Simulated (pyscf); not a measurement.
Thermochemistry of product channels of `[PH2][GaH][PH2]` + `[H]` [doublet] on the doublet surface, in eV, from ωB97M-D3(BJ)/def2-TZVP energies (ideal gas, 1 atm, RRHO with modes under 100 cm⁻¹ raised to 100, one conformer, R ln 2 for chiral ones without a mode under 150 cm⁻¹). Structures and frequencies: ωB97X-D3(BJ)/def2-SVP in PySCF.

```csv
products,ΔE,ΔH(298 K),ΔG(298 K),ΔG(1200 K)
`[PH2][Ga][PH2]` [doublet] + `[H][H]`,-1.24,-1.15,-1.22,-1.38
`[PH][GaH][PH2]` [doublet] + `[H][H]`,-0.87,-0.84,-0.93,-1.17
```

These are energies of the channels, which say nothing of barriers. Elements up to Kr have no core potential and no relativistic terms here.
